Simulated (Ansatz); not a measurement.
# AlH6PSi: one species, many methods

One table from this session's results is given with a row withheld; the runs are named, their logs left out.

Computed with Ansatz 0.2.0, Gaussian basis. Level: functionals in def2-TZVPP, the program's frozen cores in correlated methods.

Plan: LDA (SPW92), PBE-D4, revPBE-D4, BLYP-D4, r2SCAN-D4, B97M-V, PBE0-D4, B3LYP-D4, r2SCANh-D4, r2SCAN0-D4, HSE06-D4, BHLYP-D4, CAM-B3LYP-D4, LC-ωPBE, ωB97X-V, ωB97M-V, B2PLYP, PBE-QIDH; CCSD(T)/def2-SVP; CCSD(T)/def2-TZVPP; MP2/def2-QZVPP; extrapolation to the limit; RPA on PBE.

### Structure used throughout

The geometry comes from an earlier relaxation with PBE0-D4 in a triple-zeta def2 set; it is a stationary point, not always the lowest conformer.

SMILES `[AlH2][SiH2]P`, 9 atoms, charge 0, spin multiplicity 1.

Atoms are counted from 1 here; the program's logs count them from 0.

Bond lengths: Al1–Si2 2.455 Å, Al1–H4 1.588 Å, Al1–H5 1.589 Å, Si2–P3 2.268 Å, Si2–H6 1.491 Å, Si2–H7 1.494 Å, P3–H8 1.421 Å, P3–H9 1.421 Å. Angles: Si2–Al1–H4 119.3°, Si2–Al1–H5 121.4°, H4–Al1–H5 119.3°, Al1–Si2–P3 109.4°, Al1–Si2–H6 113.3°, Al1–Si2–H7 109.4°, P3–Si2–H6 112.2°, P3–Si2–H7 105.2°, H6–Si2–H7 106.9°, Si2–P3–H8 95.3°, Si2–P3–H9 94.4°, H8–P3–H9 93.3°.

The first run:

File in.yaml:

```yaml
crystal:
  periodic: [false, false, false]
  atoms:
    - {symbol: Al, position_ang: [-1.345714, 0.748515, -1.285769]}
    - {symbol: Si, position_ang: [0.741543, 0.265683, -0.087312]}
    - {symbol: P, position_ang: [0.513071, -1.668660, 1.075127]}
    - {symbol: H, position_ang: [-2.001537, -0.379516, -2.191093]}
    - {symbol: H, position_ang: [-2.061820, 2.161312, -1.164895]}
    - {symbol: H, position_ang: [1.199838, 1.391127, 0.777397]}
    - {symbol: H, position_ang: [1.832151, 0.004032, -1.073975]}
    - {symbol: H, position_ang: [1.626260, -1.441371, 1.927850]}
    - {symbol: H, position_ang: [-0.415291, -1.127322, 2.005470]}
basis:
  gaussian: {orbitals: def2-TZVPP}
hamiltonian: {xc: lda}
output: {orbitals: {seedname: orbitals}}
```

Run with:

```bash
ansatz run in.yaml --threads 2 --pin off --events-out ev --progress --plain --max-ram 4352MiB
```

Steps of the session up to this table: LDA; PBE-D4 (GGA); revPBE-D4 (GGA); BLYP-D4 (GGA); r2SCAN-D4 (meta-GGA); B97M-V (meta-GGA); PBE0-D4 (hybrid); B3LYP-D4 (hybrid); r2SCANh-D4 (hybrid); r2SCAN0-D4 (hybrid); HSE06-D4 (hybrid); BHLYP-D4 (hybrid); CAM-B3LYP-D4 (range-separated); LC-ωPBE (range-separated); ωB97X-V (range-separated); ωB97M-V (range-separated); B2PLYP (double hybrid); PBE-QIDH (double hybrid).

One table of the session follows, with a row left open; its other results are not shown here.

It belongs to the step «Frontier levels by functional». 

```
  functional  HOMO (eV)  LUMO (eV)  gap (eV)
 LDA (SPW92)      -6.47      -3.18      3.29
      PBE-D4      -6.38      -2.95      3.42
   revPBE-D4      -6.34      -2.85      3.49
     BLYP-D4      -6.20      -2.82      3.38
   r2SCAN-D4      -6.61      -2.71      3.90
      B97M-V      -6.72      -2.92      3.80
     PBE0-D4      -7.42      -2.20      5.22
    B3LYP-D4      -7.20      -2.39      4.81
  r2SCANh-D4      -6.99      -2.45      4.54
  r2SCAN0-D4      -7.57      -2.07      5.50
    HSE06-D4      -7.03      -2.57      4.46
    BHLYP-D4      -8.32      -1.41      6.91
CAM-B3LYP-D4          ?          ?         ?
     LC-ωPBE      -9.96      -0.19      9.77
     ωB97X-V      -9.63      -0.31      9.32
     ωB97M-V      -9.40      -0.58      8.82
```

Q: Estimate the row for CAM-B3LYP-D4 from the others.

As computed: HOMO (eV): -8.63; LUMO (eV): -1.25; gap (eV): 7.38. In the column «HOMO (eV)» it lies between ωB97M-V (-9.40) and BHLYP-D4 (-8.32).
